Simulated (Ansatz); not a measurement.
# BH2F (SMILES [H]B([H])F): levels of theory compared

Wanted: a comparison of 6 runs (UHF/STO-3G, CAM-B3LYP/STO-3G, HSE06/STO-3G, PBE/STO-3G, CCSDT/STO-3G, CCSD(T)/STO-3G) of BH2F. 

The calculation is run with Ansatz 0.2.0.

56 further runs of the same task are left out: 2 that didn't finish, 54 set aside as unsound or not needed.

### 1 The system as given

BH2F has 4 atoms, charge 0, and is taken as a singlet. As SMILES, `[H]B([H])F`. The F4–B1 distance was set to 2.611 Å, away from the relaxed value. At this shape a bond of the SMILES string is far longer than usual.

Bond lengths: B1–H2 1.171 Å, B1–H3 1.171 Å. Angles: H2–B1–H3 125.4°.

### 2 The energy at UHF/STO-3G (run 1)

File run.yaml:

```yaml
crystal:
  periodic: [false, false, false]
  atoms:
    - {symbol: B, position_ang: [0.710094, 1.163758, -0.002030]}
    - {symbol: H, position_ang: [1.878524, 1.080588, 0.013000]}
    - {symbol: H, position_ang: [0.101834, 2.164738, -0.022080]}
    - {symbol: F, position_ang: [-0.650140, -1.065400, 0.003230]}
basis:
  gaussian:
    orbitals: STO-3G
accuracy: high
magnetization:
  spin_polarized: true
  initial_magnetization: 0
hamiltonian:
  xc: hf
```

Run with:

```
ansatz run run.yaml --threads 1 --pin off --max-ram 2610MiB --events-out events.jsonl --progress --plain --runs-dir runs
```

Output:

```text
Warning: RAYON_NUM_THREADS=1 ignored (pool sized by the plan → 1); use --threads N
Functional definition: HF
  name "HF"
  exchange = exact_x
  correlation = 0
178 factors; integrals over basis functions are off by at most 2.8e-8 eV
mean field evaluation 1: about -3346.0297 eV, gradient 1.2e1 eV
mean field evaluation 2: about -3346.0237 eV, gradient 1.2e1 eV
mean field evaluation 4: about -3351.6162 eV, gradient 8.4e0 eV
mean field evaluation 8: about -3351.9211 eV, gradient 8.1e0 eV
mean field evaluation 16: about -3355.4428 eV, gradient 7.7e0 eV
mean field evaluation 32: about -3357.8102 eV, gradient 1.8e-1 eV
mean field evaluation 64: about -3357.7994 eV, gradient 2.0e-1 eV
mean field evaluation 96: about -3357.5570 eV, gradient 2.9e0 eV
mean field evaluation 128: about -3348.9181 eV, gradient 3.3e0 eV
mean field -3357.88779844 eV, -123.4001005347 hartree, gradient 2.2e-8 eV, S^2 0.966819; 5 other end points of the search recorded, 0 dependent functions left out
reference -3357.88779844 eV, -123.4001005347 hartree; 8, 8 occupied and 4, 4 virtual orbitals, 178 factors
Total energy: -3357.88779844 eV, -123.4001005347 hartree
```

It took 0.12 s on 1 thread of Intel Xeon Platinum 8488C (Sapphire Rapids), shared host.

### 3 The energy at CAM-B3LYP/STO-3G (run 2)

File job.yaml:

```yaml
crystal:
  periodic: [false, false, false]
  atoms:
    - {symbol: B, position_ang: [0.710094, 1.163758, -0.002030]}
    - {symbol: H, position_ang: [1.878524, 1.080588, 0.013000]}
    - {symbol: H, position_ang: [0.101834, 2.164738, -0.022080]}
    - {symbol: F, position_ang: [-0.650140, -1.065400, 0.003230]}
basis:
  gaussian:
    orbitals: STO-3G
accuracy: high
hamiltonian:
  xc: {name: CAM-B3LYP}
```

Run with:

```
ansatz run job.yaml --threads 1 --pin off --max-ram 2610MiB --events-out events.jsonl --progress --plain --runs-dir runs
```

Output:

```text
Warning: RAYON_NUM_THREADS=1 ignored (pool sized by the plan → 1); use --threads N
Functional definition: CAM-B3LYP
  name "CAM-B3LYP"
  parameter alpha = 0.19
  parameter beta = 0.46
  parameter omega = 0.33/bohr
  parameter ac = 0.81
  exchange = (1 - alpha - beta)*b88_x + beta*b88_x_sr(omega) + alpha*exact_x + beta*exact_x_lr(omega)
  correlation = (1 - ac)*vwn5_c + ac*lyp_c
178 factors; integrals over basis functions are off by at most 2.8e-8 eV
123 factors; integrals over basis functions are off by at most 7.8e-10 eV
mean field evaluation 1: about -3359.0364 eV, gradient 2.1e1 eV
mean field evaluation 2: about -3003.7817 eV, gradient 9.2e1 eV
mean field evaluation 4: about -3360.3943 eV, gradient 2.1e1 eV
mean field evaluation 8: about -3363.3635 eV, gradient 2.2e1 eV
mean field evaluation 16: about -3367.9594 eV, gradient 9.5e-9 eV
mean field -3367.95938603 eV, -123.7702245518 hartree, gradient 1.2e-8 eV, S^2 0.000000; 0 other end points of the search recorded, 0 dependent functions left out
reference -3367.95939640 eV, -123.7702249327 hartree; 8, 8 occupied and 4, 4 virtual orbitals, 178 factors
Total energy: -3367.95939640 eV, -123.7702249327 hartree
```

Wall time 0.46 s (1 thread of Intel Xeon Platinum 8488C (Sapphire Rapids), shared host).

Run 3 isn't shown in full; the table further down has it.

### 4 The energy at PBE/STO-3G (run 4)

File in.yaml:

```yaml
crystal:
  periodic: [false, false, false]
  atoms:
    - {symbol: B, position_ang: [0.710094, 1.163758, -0.002030]}
    - {symbol: H, position_ang: [1.878524, 1.080588, 0.013000]}
    - {symbol: H, position_ang: [0.101834, 2.164738, -0.022080]}
    - {symbol: F, position_ang: [-0.650140, -1.065400, 0.003230]}
basis:
  gaussian: {orbitals: STO-3G}
accuracy: high
hamiltonian: {xc: pbe}
```

Run with:

```
ansatz run in.yaml --threads 1 --pin off --max-ram 2610MiB --events-out events.jsonl --progress --plain --runs-dir runs
```

Output:

```text
Warning: RAYON_NUM_THREADS=1 ignored (pool sized by the plan → 1); use --threads N
Functional definition: PBE
  name "PBE"
  parameter kappa = 0.804
  parameter beta = 0.06672455060314922
  exchange = pbe_x(kappa = kappa, mu = beta*pi^2/3)
  correlation = pbe_c(beta = beta)
178 factors; integrals over basis functions are off by at most 2.8e-8 eV
mean field evaluation 1: about -3360.1132 eV, gradient 2.8e1 eV
mean field evaluation 2: about -2995.4258 eV, gradient 5.4e1 eV
mean field evaluation 4: about -3353.9547 eV, gradient 1.7e1 eV
mean field evaluation 8: about -3366.6006 eV, gradient 2.4e-1 eV
mean field evaluation 16: about -3366.5598 eV, gradient 1.3e-8 eV
mean field evaluation 32: about -3366.1323 eV, gradient 4.3e0 eV
mean field -3366.55978715 eV, -123.7187902416 hartree, gradient 1.3e-8 eV, S^2 0.000000; 2 other end points of the search recorded, 0 dependent functions left out
reference -3366.55978854 eV, -123.7187902926 hartree; 8, 8 occupied and 4, 4 virtual orbitals, 178 factors
Total energy: -3366.55978854 eV, -123.7187902926 hartree
```

Wall time 0.48 s (1 thread of Intel Xeon Platinum 8488C (Sapphire Rapids), shared host).

Run 5 isn't shown in full; the table further down has it.

### 5 A single-point energy at CCSD(T)/STO-3G (run 6)

run.yaml, as its differences from that of step 2:

```diff
@@ -8,9 +8,5 @@
 basis:
-  gaussian:
-    orbitals: STO-3G
+  gaussian: {orbitals: STO-3G}
+correlation: {method: ccsd_t, frozen_orbitals: {B: 1, F: 1, H: 0}}
 accuracy: high
-magnetization:
-  spin_polarized: true
-  initial_magnetization: 0
-hamiltonian:
-  xc: hf
+scf: {omitted_lower_state_checks: [cluster_reference, increment]}
```

Run with:

```
ansatz run run.yaml --threads 1 --pin off --max-ram 2610MiB --events-out events.jsonl --progress --plain --runs-dir runs
```

Output:

```text
Warning: RAYON_NUM_THREADS=1 ignored (pool sized by the plan → 1); use --threads N
[... 12 lines left out ...]
2 core orbitals not correlated: weight in the atoms' cores, before any rotation towards them, 1.000 or more for the frozen orbitals, at most 0.000 for the correlated occupied ones
[... 39 lines left out ...]
WARN: these amplitudes may be one of several solutions (largest doubles amplitude 0.69, level shift 12.38 eV)
Total energy: -3359.12563296 eV, -123.4455901140 hartree
Checks for a lower state left out: cluster_reference, increment
```

Run time: 0.1 s. Hardware: 1 thread of Intel Xeon Platinum 8488C (Sapphire Rapids), shared host.

### 6 The series

```tsv
run	level	frozen core orbitals	energy (Eh)	wall time
1	UHF/STO-3G	–	-123.400101	0.12 s
2	CAM-B3LYP/STO-3G	–	-123.770225	0.46 s
3	HSE06/STO-3G	–	-123.714162	0.5 s
4	PBE/STO-3G	–	-123.718790	0.48 s
5	CCSDT/STO-3G	2	-123.445520	0.2 s
6	CCSD(T)/STO-3G	2	-123.445590	0.1 s
```

### 7 Outcome

```
                                          quantity          value
                               run 6: total energy  -123.44559 Eh
run 6: correlation energy (2 core orbitals frozen)     -224.5 mEh
                             run 6: (T) correction      -3.31 mEh
                              run 6: T1 diagnostic          0.040
```

What this shows: Below the UHF energy at the same shape and in the same basis (STO-3G): CCSDT -45.4 mEh; CCSD(T) -45.5 mEh. Some of these start from another determinant than that one, so these aren't their correlation energies. Totals of different functionals can't be ranked against each other. In run 6 the T1 diagnostic is large, so a single reference may not serve. In runs 5, 6 the log says that unrestricted orbitals would lower the reference, so the values rest on an unstable closed-shell determinant (other closed-shell runs at this shape may share the fault). In runs 1, 2, 3, 4, 5, 6 the basis is minimal, so the values are rough. Spin contamination of the reference: run 1 ⟨S²⟩ = 0.97. Where it is this large, the reference is a mixture of spin states, and values that rest on it are in doubt. All runs together took 1.9 s, the longest 0.5 s.
